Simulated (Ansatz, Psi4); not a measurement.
# LiO (lithium monoxide): a line through the functionals

LiO: 2 atoms, total charge 0, spin state doublet. As SMILES, `[Li][O]`. The coordinates come from a PBE0-D4/def2-TZVP relaxation.

The vertical energy of the quartet above the doublet y, in eV, basis def2-TZVPPD; a is the functional's share of exact exchange. Programs: Ansatz 0.2.0, Psi4 1.11.

```
functional  program     a  y (eV)
     UBLYP     Psi4     0    4.33
  U-revPBE     Psi4     0    4.11
    UTPSSh     Psi4   0.1       ?
    UB3LYP     Psi4   0.2    4.16
     UPBE0     Psi4  0.25    3.92
 U-r2SCAN0   Ansatz  0.25    3.89
    UBHLYP     Psi4   0.5    3.79
```

Problem. Fit y = c + s·a to the known rows and predict UTPSSh.

Solution. 
1. Means of the 6 rows: a = 0.2000, y = 4.033.
2. Σ(Δa)² = 0.175, Σ(Δa·Δy) = -0.1605, so the slope is -0.1605/0.175 = -0.91714.
3. Intercept: 4.033 − (-0.91714) × 0.2000 = 4.216. The largest residual of the fit is 0.13.
4. UTPSSh: 4.216 + (-0.91714) × 0.1 = 4.12 eV.

The run gave 3.96 eV, so the prediction is off by +0.16 eV, about the largest residual. Exact exchange favours the state with more unpaired electrons. The rows mix families of semi-local functionals, which the line can't see.
